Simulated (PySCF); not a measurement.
## Adding and removing an electron: SH

PBE0; basis H def2-TZVPPD, S def2-TZVPPD; no relativity; PySCF 2.14. Neutral (UKS): doublet (π ↑), Re = 1.345 Å, ωe = 2709 cm⁻¹, De = 3.77 eV, HOMO -7.48 eV, LUMO -4.51 eV.

SH⁺ (UKS): triplet (π ↑↑), Re = 1.369 Å, ωe = 2557 cm⁻¹, De = 3.82 eV to H + S⁺. The energies at the minima are -398.61381 hartree for SH and -398.23324 for SH⁺.

Q: Work out the adiabatic ionisation energy, without and with harmonic zero-point energies (1 hartree = 27.2114 eV, 1 eV = 8065.5 cm⁻¹), and the change of the bond length.

A: At PBE0: 0.38057 hartree = 10.356 eV between the minima; the zero-point term (2557.0 − 2709.0)/2 cm⁻¹ = -0.009 eV makes it 10.346 eV. Re changes by +2.4 pm against the neutral. The electron leaves a π orbital, which is non-bonding in a hydride.

SH⁻ (UKS): singlet (closed shell), Re = 1.345 Å, ωe = 2677 cm⁻¹, De = 3.94 eV to H + S⁻. The energies at the minima are -398.61381 hartree for SH and -398.69595 for SH⁻.

Q: Work out the adiabatic electron affinity, without and with harmonic zero-point energies (1 hartree = 27.2114 eV, 1 eV = 8065.5 cm⁻¹), and the change of the bond length.

A: At PBE0: 0.08214 hartree = 2.235 eV between the minima; the zero-point term (2709.0 − 2677.0)/2 cm⁻¹ = +0.002 eV makes it 2.237 eV. Re changes by +0.0 pm against the neutral. The electron enters a π orbital, which is non-bonding in a hydride.

For an ion De counts to the pair picked by the measured ionisation energies or electron affinities, which need not be the lowest pair at this level. States were picked by a PBE0 search and need not be the measured ground states.
